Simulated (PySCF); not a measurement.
**Broadened absorption spectrum of HC≡CCH2F**

HC≡CCH2F, C3H3F.
Cartesian coordinates in Å at the GFN2-xTB level; atoms count from 1:
```
atom  x, y, z in Å
C1     1.706    0.163    0.029
C2     0.522   -0.009    0.010
C3    -0.919   -0.153   -0.018
F4    -1.541    1.072   -0.111
H5     2.747    0.293    0.047
H6    -1.233   -0.738   -0.891
H7    -1.279   -0.624    0.906
```

Method: TDDFT PBE0/def2-SVPD, vertical, gas phase, core orbitals frozen in the response (PySCF).

Computed states:

```csv
state,E (eV),f
S1,6.18,0.0004
S2,6.87,0.0051
S3,7.27,0.0003
S4,7.82,0.018
S5,8.20,0.069
S6,8.68,0.025
S7,8.86,0.0001
S8,9.02,0.103
```

Each state is given a Gaussian of 0.5 eV full width at half maximum, with ε(max) = 2.175×10⁸ f / Δν̃ (Δν̃ the width in cm⁻¹). The cross-section is σ = 3.8235×10⁻²¹ ε cm², given in Mb (10⁻¹⁸ cm²). The width is an assumption, not a result. The curve ends short of the highest state used, and states not computed would add to its high-energy end.

Problem. What does the envelope look like, and where are its maxima?

Solution. 
| E (eV) | σ (Mb) |
| --- | --- |
| 5.43 | 0.00 |
| 5.52 | 0.00 |
| 5.60 | 0.00 |
| 5.69 | 0.01 |
| 5.77 | 0.01 |
| 5.86 | 0.03 |
| 5.94 | 0.04 |
| 6.03 | 0.06 |
| 6.11 | 0.08 |
| 6.20 | 0.09 |
| 6.29 | 0.10 |
| 6.37 | 0.12 |
| 6.46 | 0.20 |
| 6.54 | 0.34 |
| 6.63 | 0.57 |
| 6.71 | 0.81 |
| 6.80 | 1.01 |
| 6.88 | 1.06 |
| 6.97 | 0.96 |
| 7.05 | 0.77 |
| 7.14 | 0.54 |
| 7.23 | 0.39 |
| 7.31 | 0.39 |
| 7.40 | 0.62 |
| 7.48 | 1.10 |
| 7.57 | 2.00 |
| 7.65 | 3.11 |
| 7.74 | 4.70 |
| 7.82 | 6.42 |
| 7.91 | 8.82 |
| 7.99 | 11.27 |
| 8.08 | 13.85 |
| 8.17 | 15.29 |
| 8.25 | 15.04 |
| 8.34 | 13.27 |
| 8.42 | 11.30 |

Maxima: 180 nm (6.87 eV), ε about 280, made up of S2 (99%); 151 nm (8.20 eV), ε about 4000, made up of S5 (93%) (ε in L mol⁻¹ cm⁻¹; maxima over ε = 5, shares over 10%).

Problem. Coming from long wavelengths, where does ε first pass 100 L mol⁻¹ cm⁻¹?

Solution. At about 189 nm (6.56 eV), 0.38 eV above S1.

Problem. On this curve, what absorbance would a 10⁻³ mol/L sample give at 193 nm over a 1 cm path?

Solution. 193 nm is 6.424 eV, where ε is about 42 L mol⁻¹ cm⁻¹, so A = ε c l ≈ 0.042 (Beer–Lambert, with the gas-phase spectrum and the assumed width).

Problem. What would ε be at 8.20 eV, the highest of these maxima, with half the width (0.25 eV)?

Solution. About 7450 L mol⁻¹ cm⁻¹ against 4020, a factor of about 1.9; a lone state at its own centre would give exactly 2.
